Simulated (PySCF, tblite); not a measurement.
A complex of hydrogen chloride and 2 × acetonitrile

A gas-phase complex of hydrogen chloride and 2 × acetonitrile; neutral, singlet. The structure comes from a short search (6 tight-binding starts) and was relaxed by PBE0-D3(BJ)/def2-SVPD; another way of binding may lie lower. No frequency run checks that it is a minimum.

```csv
part,name,SMILES,atoms,charge,multiplicity
1,hydrogen chloride,Cl,1–2,0,1
2,acetonitrile,CC#N,3–8,0,1
3,acetonitrile,CC#N,9–14,0,1
```

Coordinates in Å:
```
Cl1     0.934   -0.921   -1.691
H2      0.364    0.220   -1.313
C3     -1.065    4.269   -1.351
C4     -0.652    2.894   -1.170
N5     -0.316    1.797   -1.045
H6     -0.609    4.902   -0.577
H7     -0.729    4.597   -2.346
H8     -2.158    4.346   -1.283
C9      1.429    1.257   -4.701
C10     0.857    2.557   -4.407
N11     0.398    3.590   -4.163
H12     1.309    0.587   -3.837
H13     0.922    0.813   -5.568
H14     2.498    1.359   -4.929
```

Contacts between parts, classed by geometry: H2···N5 1.738 Å (hydrogen bond, 172°); H7···N11 2.364 Å (C–H hydrogen bond, 136°); H12···Cl1 2.649 Å (C–H hydrogen bond, 177°).

Interaction energies are complex less parts, with the parts frozen as they stand in it; counterpoise-corrected, in kcal/mol (PySCF).

Question: Give the interaction energy at each level run.

Answer: 
```json
{"level": "wB97M-D3(BJ)/def2-SVPD", "interaction": "-14.00", "superposition error removed": "-2.70"}
{"level": "PBE0-D3(BJ)/def2-SVPD", "interaction": "-15.73", "superposition error removed": "-2.64"}
```

Question: What holds them together? Decompose the wB97M-D3(BJ)/def2-SVPD energy: frozen parts, their antisymmetrised product, then relaxation.

Answer: electrostatic -22.8, Pauli repulsion +26.0, orbital relaxation -16.7, dispersion correction -3.2 kcal/mol, which sum to the value before the counterpoise correction; the Pauli term holds the exchange-correlation of the frozen density too. Of the attraction, 53 % is electrostatic, 39 % is orbital relaxation, 7 % is dispersion correction.

Question: Are the pair energies additive?

Answer: The pairs sum to -12.19 kcal/mol (1–2 -5.8, 1–3 -1.1, 2–3 -5.3); the rest of -1.81 is a many-body strengthening.

The parts were also relaxed and run alone, at the levels used for the complex: shieldings by PBE0/pcSseg-1; core levels by delta-SCF with SCAN, pcX-2 on the ionised atom and pcseg-1 elsewhere, spin-free X2C (2p3/2 is the spin-free 2p value less a third of a first-order spin-orbit splitting).

Values alone: Cl1–H2 bond (Å): 1.288; shielding of H2 (ppm): 30.34; shielding of N5 (ppm): -39.4; shielding of H7 (ppm): 29.50; shielding of N11 (ppm): -39.4; Cl1 2p3/2 core level (eV): 207.38; C3 1s core level (eV): 292.80; N5 1s core level (eV): 405.35.

Question: What does binding change?

Answer: 
```csv
property,alone,in the complex,change
Cl1–H2 bond (Å),1.288,1.330,+0.042
shielding of H2 (ppm),30.34,23.63,-6.71
shielding of N5 (ppm),-39.4,-3.9,+35.5
shielding of H7 (ppm),29.50,28.09,-1.41
shielding of N11 (ppm),-39.4,-21.6,+17.8
Cl1 2p3/2 core level (eV),207.38,205.59,-1.79
C3 1s core level (eV),292.80,292.64,-0.16
N5 1s core level (eV),405.35,405.74,+0.39
```

The core-hole state of N5 is spin-contaminated (⟨S²⟩ 0.81 against 0.75 for a pure doublet), so that value and differences from it are less sure.

Density functionals tend to overstate the lengthening and the red shift of so strongly bound an X–H bond.
